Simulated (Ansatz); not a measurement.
# BSiO (doublet): from Hartree-Fock to the top rungs, cc-pVTZ

One table from this session's results is given with a row withheld; the runs are named, their logs left out.

Program: Ansatz 0.2.0, Gaussian basis. Level of theory: cc-pVTZ, core rule «outside noble gas», up to 7 orbitals frozen. These are calculated values, not measurements.

To be run: UHF; CCSD(T) on ROHF; CCSD(T) on UHF; BCCD(T) on ROHF; CCSDT(Q) on ROHF; CCSDT(Q) on UHF.

7 further runs of the same task are left out: 2 for a known fault of the program, 5 set aside as unsound or not needed.

## What is computed

The geometry is a PBE0/def2-TZVP stationary point (not a proven minimum).

3 atoms, charge 0, spin multiplicity 2.

Atoms are counted from 1 here; the program's logs count them from 0.

Bond lengths: B1–O2 1.292 Å, O2–Si3 1.680 Å. Angles: B1–O2–Si3 180.0°.

The first run:

The input, in.yaml:

```yaml
crystal:
  periodic: [false, false, false]
  atoms:
    - {symbol: B, position_ang: [0.000000, 0.000000, -1.421400]}
    - {symbol: O, position_ang: [0.000000, 0.000000, -0.129200]}
    - {symbol: Si, position_ang: [0.000000, 0.000000, 1.550600]}
basis:
  gaussian: {orbitals: cc-pVTZ}
magnetization: {spin_polarized: true, initial_magnetization: 1}
hamiltonian: {xc: hf}
output: {orbitals: {seedname: orbitals}}
```

On the command line:

```bash
$ ansatz run in.yaml --threads 1 --pin off --events-out ev --progress --plain --max-ram 4096MiB --backend cpu
```

Among the steps run: UHF; CCSD(T) on ROHF; CCSD(T) on UHF; BCCD(T) on ROHF; CCSDT(Q) on ROHF; CCSDT(Q) on UHF.

One table of the session follows, with a row left open; its other results are not shown here.

| method | from UCCSDT(Q) (kcal/mol) |
| --- | --- |
| ROHF | +263.08 |
| UHF | +259.74 |
| RMP2 | +27.42 |
| UMP2 | +27.99 |
| RCCSD | +11.91 |
| UCCSD | +11.78 |
| RCCSD(T) | +1.08 |
| UCCSD(T) | +1.08 |
| BCCD(T) | +0.95 |
| RCCSDT | +0.65 |
| UCCSDT | +0.63 |
| RCCSDT(Q) | ? |
| UCCSDT(Q) | 0 |

Q: Estimate the row for RCCSDT(Q) from the others.

As computed: from UCCSDT(Q) (kcal/mol): +0.09. In the column «from UCCSDT(Q) (kcal/mol)» it lies between UCCSDT(Q) (0) and UCCSDT (+0.63).

With the free atoms at the same levels and basis (separate runs), the atomisation energy is 10.851 eV at UCCSDT(Q), 10.852 eV at RCCSD(T), 10.847 eV at UCCSD(T), 8.173 eV at ROHF.

Caveats from the session: Restricted and unrestricted rows rest on different reference determinants; where their highest levels disagree by more than a few hundredths of an eV, they describe different states and don't form one ladder.
